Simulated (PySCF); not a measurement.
Gas-phase reaction: BF₂OH + FO → BF₃ + H + O₂

Computed with PySCF and rigid-rotor harmonic-oscillator thermochemistry at 1 bar. † marks an energy on the PBE0/def2-TZVP geometry and frequencies; other levels use their own. Open shells (unrestricted): FO (multiplicity 2, electronic degeneracy 4), H (multiplicity 2), O₂ (multiplicity 3); the rest are closed-shell singlets. Spin-orbit splitting is ignored; it lowers the true energy and changes the entropy of FO. B3LYP is the form with VWN-RPA correlation. BF₂OH: computed as isolated molecules; such fragments, hydroxides, amides, oligomers or adducts are transient or little studied in the gas. The harmonic model lacks anharmonicity and excited electronic states, which grow with temperature; levels with a mode under 35 cm⁻¹ are left out. Internal rotation in BF₂OH is treated as a harmonic vibration of one conformer, which makes the entropy rough.

```csv
level,"ΔE electronic, kJ","ΔH°(298 K), kJ","ΔS°(298 K), J/K","ΔG°(1400 K), kJ"
B3LYP/def2-TZVP†,81,58,85,-69
BLYP/def2-TZVP†,79,56,85,-71
PBE/def2-SVP,58,35,85,-91
PBE/def2-TZVP†,72,49,85,-78
PBE0/def2-QZVP†,75,52,85,-75
PBE0/def2-SVP†,61,37,85,-90
ωB97M-V/def2-TZVP†,86,62,85,-65
ωB97X-V/def2-TZVP†,76,53,85,-74
```
ΔH° is lowest at PBE/def2-SVP and highest at ωB97M-V/def2-TZVP†. No reference value is set beside these.
